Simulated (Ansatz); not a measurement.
## Match the barriers

Saddle point of AlH₂ClO, singlet (AlH₂ClO ([OH][AlH][Cl]) → AlHO ([OH][Al]) + HCl; bonds formed: Cl2–H3; bonds broken: Al1–Cl2, Al1–H3), PBE0-D4/def2-TZVP structure:

```
5
angstrom
Al 0.6557 0.3330 0.4697
Cl 0.2743 -1.5090 -1.2391
H 1.5205 -0.8769 -0.3596
O -0.8016 1.1249 0.7638
H -1.6490 0.9279 0.3650
```

Computed with Ansatz 0.2.0 (basis: def2-TZVPP, with def2-QZVPP for the basis limit); correlated methods freeze the cores. Extrapolation: Hartree–Fock as exp(−7.88 √X), correlation as X^−2.97. Four methods, as single points on the PBE0-D4 structures, gave these electronic barriers from the start structure: 242.5, 287.7, 308.2, 376.6 kJ/mol.

**Question.** The methods were, in alphabetical order, CCSD(T), HF, r2SCAN-D4, SPW92. Which gave which? (A judgement: the text doesn't fix the answer.)

**Answer.** The calculation gives: SPW92 242.5; r2SCAN-D4 287.7; CCSD(T) 308.2; HF 376.6 kJ/mol. For comparison, CCSD(T) at an estimated basis limit (MP2 extrapolated from triple and quadruple zeta, plus CCSD(T) − MP2 in triple zeta) gives 306.5 kJ/mol.

T1 diagnostic: at most 0.018. The restricted Hartree–Fock reference is unstable towards an unrestricted one at one or more of these structures.

Labels in which every atom is bracketed show which atoms are joined, not bond orders.

For scale, one of the runs: CCSD(T)/def2-TZVPP, 143 basis functions, launched by `ansatz run in.yaml --threads 2 --pin off --events-out ev --progress --plain --max-ram 4352MiB`. The run took 8.5 s on 2 CPU threads of an Arm Neoverse V2 (shared host), with 0.77 GiB of host memory at its peak.
